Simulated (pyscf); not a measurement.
## Four-centre exchange: Cl–BH–Cl + hydrogen chloride (HCl) → Cl–BH–Cl + hydrogen chloride (HCl)

Gas phase, singlet surface, charge 0. Bonds broken: B2–H6, H4–Cl5. Bonds formed: B2–H4, Cl5–H6. Structures and frequencies: ωB97X-D3(BJ)/def2-SVP in PySCF. Correlated levels are frozen-core, on RHF or UHF. ΔMP2 is the change of the MP2 total energy from the triple- to the quadruple-zeta basis.

Transition state (Å):

```xyz
6

Cl    -0.3114    -0.3905     1.8394
B     -0.9795    -0.5929     0.2686
Cl    -1.3399    -2.1054    -0.4643
H     -1.6668     0.5702    -0.2913
Cl    -1.5894     2.0042    -1.3966
H     -0.8312     0.5412    -0.6423
```

One imaginary mode, 2478i cm⁻¹; descent along it reached the two sides named.

| bond | change | reactant side (Å) | saddle | product side |
|---|---|---|---|---|
| B2–H6 | breaks | 1.199 | 1.462 | 3.3 |
| H4–Cl5 | breaks | 1.282 | 1.812 | 3.2 |
| B2–H4 | forms | 3.5 | 1.462 | 1.200 |
| Cl5–H6 | forms | 3.2 | 1.812 | 1.284 |

Electronic energies relative to the separated reactants (kcal/mol):

| level | barrier | reaction energy | reverse barrier |
|---|---|---|---|
| ωB97X-D3(BJ)/def2-TZVP | 69.3 | 0.0 | 69.3 |
| PBE/def2-TZVP | 54.7 | 0.0 | 54.7 |
| r²SCAN/def2-TZVP | 59.7 | 0.0 | 59.7 |
| B3LYP-D3(BJ)/def2-TZVP | 62.8 | 0.0 | 62.8 |
| PBE0-D3(BJ)/def2-TZVP | 61.3 | 0.0 | 61.3 |
| M06-2X/def2-TZVP | 69.3 | 0.0 | 69.3 |
| ωB97M-D3(BJ)/def2-TZVP | 68.3 | 0.0 | 68.3 |
| HF/def2-TZVP | 89.3 | 0.0 | 89.3 |
| MP2/def2-QZVPP | 67.7 | 0.0 | 67.7 |
| CCSD/def2-TZVPP | 75.0 | 0.0 | 75.0 |
| CCSD(T)/def2-TZVPP | 71.0 | 0.0 | 71.0 |
| CCSD(T)/def2-TZVPP + ΔMP2(QZVPP) | 69.4 | 0.0 | 69.4 |

With CCSD(T)/def2-TZVPP + ΔMP2(QZVPP) energies and thermal terms (ideal gas, 1 atm, RRHO with modes under 100 cm⁻¹ raised to 100, one conformer, R ln 2 for rigid chiral ones), in kcal/mol:

| T (K) | ΔH‡ | ΔG‡ | ΔH | ΔG |
|---|---|---|---|---|
| 298 | 67.8 | 77.0 | 0.0 | 0.0 |
| 600 | 68.1 | 86.2 | 0.0 | 0.0 |
| 900 | 68.6 | 95.2 | 0.0 | 0.0 |
| 1200 | 69.2 | 104.0 | 0.0 | 0.0 |

The same reactants have a lower exit, to Cl–B(Cl)–Cl + H₂ (barrier +24.8 kcal/mol at ωB97M-D3(BJ), against +68.3 kcal/mol here). This is the saddle that the search found; another between the same sides may lie lower. The CCSD(T) − MP2 part came from Ansatz, without density fitting, on the same reference.
